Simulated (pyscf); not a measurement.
# Insertion: H₃C–Al (SMILES [CH3][Al]) [singlet] + NH₃ (SMILES N) -> H₃C–AlH–NH₂ (SMILES [CH3][AlH][NH2])

Gas phase, singlet surface, charge 0. Bonds broken: N6–H7. Bonds formed: Al1–N6, Al1–H7. Optimised with ωB97X-D3(BJ)/def2-SVP in PySCF. MP2 and CC: frozen core, UHF for open shells. ΔMP2 is the change of the MP2 total energy from the triple- to the quadruple-zeta basis.

Transition state (Å):

```xyz
9

Al    -0.0828     0.0461     0.9209
C     -1.7761    -0.8909     0.5421
H     -1.6702    -1.4657    -0.3977
H     -2.5960    -0.1661     0.3873
H     -2.0927    -1.5998     1.3242
N      0.2774     1.2708    -0.5121
H      1.3121     0.3942     0.0012
H     -0.0997     1.3704    -1.4643
H      0.8381     2.0937    -0.2895
```

One imaginary mode, 1542i cm⁻¹; descent along it reached the two sides named, in the forms told below.

| bond | change | reactant side (Å) | saddle | product side |
|---|---|---|---|---|
| N6–H7 | breaks | 1.027 | 1.450 | 2.9 |
| Al1–N6 | forms | 2.250 | 1.919 | 1.777 |
| Al1–H7 | forms | 2.8 | 1.707 | 1.589 |

Electronic energies relative to the separated reactants (kJ/mol):

```tsv
level	barrier	reaction energy	reverse barrier
ωB97X-D3(BJ)/def2-TZVP	104.7	-217.7	322.4
PBE/def2-TZVP	65.2	-194.1	259.3
r²SCAN/def2-TZVP	63.1	-223.3	286.5
B3LYP-D3(BJ)/def2-TZVP	94.0	-201.0	295.1
PBE0-D3(BJ)/def2-TZVP	84.8	-204.5	289.3
M06-2X/def2-TZVP	100.4	-205.0	305.4
ωB97M-D3(BJ)/def2-TZVP	109.0	-199.4	308.4
HF/def2-TZVP	187.2	-196.1	383.4
MP2/def2-QZVPP	91.4	-218.6	309.9
CCSD/def2-TZVPP	122.2	-195.1	317.3
CCSD(T)/def2-TZVPP	103.3	-197.7	301.1
CCSD(T)/def2-TZVPP + ΔMP2(QZVPP)	100.0	-201.8	301.8
```

With CCSD(T)/def2-TZVPP + ΔMP2(QZVPP) energies and thermal terms (ideal gas, 1 atm, RRHO with modes under 100 cm⁻¹ raised to 100, one conformer, R ln 2 for rigid chiral ones), in kJ/mol:

| T (K) | ΔH‡ | ΔG‡ | ΔH | ΔG |
|---|---|---|---|---|
| 298 | 90.5 | 129.4 | -205.4 | -166.8 |
| 600 | 92.2 | 168.3 | -201.5 | -129.0 |
| 900 | 95.8 | 205.6 | -195.8 | -94.0 |
| 1200 | 99.7 | 241.6 | -189.7 | -60.9 |

On the reactant side the descent ends in an adduct with a Al–N contact (not fully relaxed), 56.9 kJ/mol under the separated species and 161.6 kJ/mol under the saddle at ωB97X-D3(BJ)/def2-TZVP. What is counted as formed (Al–N) is already present as a longer contact in the reactant adduct; forming that adduct is a step of its own. The same reactants have a lower exit, to H₂N–Al [singlet] + CH₄ (barrier +57.6 kJ/mol at ωB97M-D3(BJ), against +109.0 kJ/mol here). One saddle was located; it need not be the lowest between these sides. The CCSD(T) − MP2 part came from Ansatz, without density fitting, on the same reference.
